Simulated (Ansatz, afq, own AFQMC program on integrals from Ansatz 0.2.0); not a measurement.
Two steps: Ansatz 0.2.0 writes the Fock matrix and Cholesky factors of the valence space, and afq projects on them the lowest state that overlaps trial and start.

```yaml
crystal:
  periodic: [false, false, false]
  atoms:
    - {symbol: Si, position_ang: [0.000000, 0.000000, 0.000000]}
    - {symbol: H, position_ang: [-0.011166, 1.090859, 1.083779]}
    - {symbol: H, position_ang: [-0.016843, -1.083830, 1.090736]}
    - {symbol: H, position_ang: [0.016843, 1.083830, -1.090736]}
    - {symbol: H, position_ang: [0.011166, -1.090859, -1.083779]}
basis:
  gaussian: {orbitals: 6-31G}
total_charge: 1
magnetization: {spin_polarized: true, initial_magnetization: 1}
correlation: {method: ccsd_t, electrons: outside_noble_gas, hamiltonian_folder: ham}
```

```sh
$ ansatz run in.yaml --threads 1 --pin off --events-out ev --progress --plain --max-ram 1843MiB
```

Options of the walk:

```
--method phaseless --trial cisd --walkers 10 --populations 1 --least-time 40 --time-step 0.02 --steps-per-block 5 --equilibration-blocks 30 --max-blocks 600 --target-error 0.00064 --factor-cut 1e-05 --start spin_pure --seed 2334 --release-times 0.5,1,2 --release-step 0.1 --release-every 10 --taylor-order 4
```

Times are imaginary, in 1/Eh. The walk had a cap of 208 s.

Log:

```
orbitals 16  electrons 4 3  factors 107 of 268
reference energy -290.72822165 Eh
CCSD correlation -0.07553616 Eh in 10 cycles, weight of the determinant in the CISD state 0.9335
energy of the start -290.803172 Eh
 block  time / (1/Eh)  mean weight  energy / Eh
     1     0.100  1.0113  -290.803069
     2     0.200  0.9938  -290.803066
     3     0.300  1.0021  -290.803074
     4     0.400  0.9977  -290.803106
     5     0.500  1.0098  -290.803132
    10     1.000  1.0086  -290.803426
    51     5.100  1.0050  -290.804090
   101    10.100  1.0007  -290.805123
   151    15.100  1.0060  -290.807229
   201    20.100  0.9957  -290.803482
   251    25.100  0.9937  -290.803541
   301    30.100  0.9984  -290.805944
   351    35.100  0.9942  -290.802920
   381    38.100  1.0050  -290.808866
   401    40.100  1.0031  -290.804315
   421    42.100  0.9878  -290.805186
blocks merged  error / Eh  count
     1  0.000079  400
     2  0.000102  200
     4  0.000130  100
     8  0.000165  50
    16  0.000207  25
    32  0.000253  12
released: time / (1/Eh)  energy / Eh  error  mean overlap
  0.50  -290.805040  0.000200  1.0385
  1.00  -290.805138  0.000223  1.0611
  2.00  -290.805142  0.000194  1.0881
energy -290.804955 +/- 0.000207 Eh
(rows thinned)
```

The run failed at least one of its tests; the cautions name the faults.

Against this walk (error 5.6 meV) on the same determinant: CCSD(T) 3.6 meV higher (within the noise), CCSDT(Q) 12.9 meV lower, CCSDTQ 13.0 meV lower, full CI 13.0 meV lower, a separate phaseless walk with a CISD trial and standard settings 9.8 ± 5.9 meV lower (within the noise). The error is statistical and leaves out the bias of the constraint. Released to 2.00 1/Eh the energy moves by -5 ± 8 meV (both errors), within twice the noise.

Cautions: constraint bias not in the error; error not settled; unrestricted determinant slightly spin contaminated (⟨S²⟩ 0.81 against 0.75); so few walkers bias the energy; the time-step error isn't removed.

The walk took 2.9 s on 1 thread of Arm Neoverse V2 (shared host). The log's last line is the phaseless energy.

CCSDT and higher add their correlation energy to the determinant of the CCSD(T) run, since their own runs factorise the integrals more tightly (a shift of under 2 meV). A walk keeps the symmetry of its determinant, which the program's search chose and which needn't be the lowest solution, so a lower state of the same spin and another symmetry isn't excluded.
